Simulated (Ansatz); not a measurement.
# AlClO (quintet): the correlation ladder, def2-QZVPP

One table from this session's results is given with a row withheld; the runs are named, their logs left out.

Computed with Ansatz 0.2.0, Gaussian basis. Level: def2-QZVPP, core rule «outside noble gas», up to 11 orbitals frozen.

Plan: UHF; ROHF; CCSD(T) on UHF.

5 further runs of the same task are left out: 1 that didn't finish, 4 set aside as unsound or not needed.

## The geometry

The geometry is a PBE0/def2-TZVP stationary point (not a proven minimum) of the parent state, kept for this charge and spin.

3 atoms, charge 0, spin multiplicity 5.

Atoms are counted from 1 here; the program's logs count them from 0.

Bond lengths: Al1–O2 1.750 Å, Al1–Cl3 2.102 Å. Angles: O2–Al1–Cl3 112.3°.

Set-up of the first run:

The input, in.yaml:

```yaml
crystal:
  periodic: [false, false, false]
  atoms:
    - {symbol: Al, position_ang: [0.000000, -0.618067, 0.625527]}
    - {symbol: O, position_ang: [0.000000, 0.622582, 1.860209]}
    - {symbol: Cl, position_ang: [0.000000, 0.189419, -1.315542]}
basis:
  gaussian: {orbitals: "def2-QZVPP.json"}
magnetization: {spin_polarized: true, initial_magnetization: 4}
hamiltonian: {xc: hf}
output: {orbitals: {seedname: orbitals}}
```

The run is started by

```sh
$ ansatz run in.yaml --threads 1 --pin off --events-out ev --progress --plain --max-ram 2393MiB
```

Among the steps run: UHF; ROHF; CCSD(T) on UHF.

One of the session's tables, all rows but one given; the rest of the session is left out.

It belongs to the step «Misses and costs». 

| method | from UCCSD(T) (meV) |
| --- | --- |
| ROHF | ? |
| UHF | +12440.3 |
| UMP2 | +1488.8 |
| UCCSD | +497.1 |
| UCCSD(T) | 0 |

**Question.** Estimate the row for ROHF.

As computed: from UCCSD(T) (meV): +12652.4. In the column «from UCCSD(T) (meV)» it is the highest.
